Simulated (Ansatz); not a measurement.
C$_{6}$H$_{12}$ (`C/C=C/C(C)C`), 18 atoms. The species carries charge 0 and has multiplicity 1. Hardware: A = 2 threads of an AMD EPYC 7R13 on a shared host; B = 2 threads of an AMD EPYC 7R13 on a shared host and a share of an NVIDIA H100 80 GB. Correlated methods freeze the cores. Open-shell runs search over several starts.

(1) Give the basis size and wall time and peak host memory of each of these runs in Ansatz. direct RPA on PBE orbitals/def2-TZVPP energy [B]; RKS HSE06 (plane-wave form)-D4/def2-TZVPP energy [B]; RKS ωB97M-V/def2-SVP energy [A]; RHF-MP2/def2-QZVPP energy [B]; RKS r2SCAN0-D4/def2-TZVPP energy [B]; RKS revPBE-D4/def2-TZVPP energy [B]; UKS PBE-D4/def2-TZVPP energy of the cation [B]; RHF-CCSD(T)/def2-SVP energy [B]; RKS PBE0-D4/def2-QZVPP energy [B]; RKS PBE0-D4/def2-SVP energy [A]; RKS BLYP-D4/def2-TZVPP energy [B]; RKS PBE0-D4/def2-TZVP relaxation (10 steps) [B]. (Estimate.)

Answers

(1) Ansatz gave: Other jobs shared the machine, so times are rough.

```tsv
level	job	functions	wall time	peak host memory (GiB)
RKS PBE0-D4/def2-SVP	energy [A]	144	4.7 s	0.37
RKS revPBE-D4/def2-TZVPP	energy [B]	354	8.5 s	0.86
RKS BLYP-D4/def2-TZVPP	energy [B]	354	10 s	0.86
RKS ωB97M-V/def2-SVP	energy [A]	144	11 s	0.51
RHF-CCSD(T)/def2-SVP	energy [B]	144	11 s	0.78
RHF-MP2/def2-QZVPP	energy [B]	702	14 s	1.3
RKS HSE06 (plane-wave form)-D4/def2-TZVPP	energy [B]	354	14 s	0.88
RKS PBE0-D4/def2-QZVPP	energy [B]	702	16 s	1.2
RKS r2SCAN0-D4/def2-TZVPP	energy [B]	354	17 s	0.89
direct RPA on PBE orbitals/def2-TZVPP	energy [B]	354	21 s	1.6
UKS PBE-D4/def2-TZVPP	energy of the cation [B]	354	24 s	0.92
RKS PBE0-D4/def2-TZVP	relaxation (10 steps) [B]	258	24 s	0.88
```
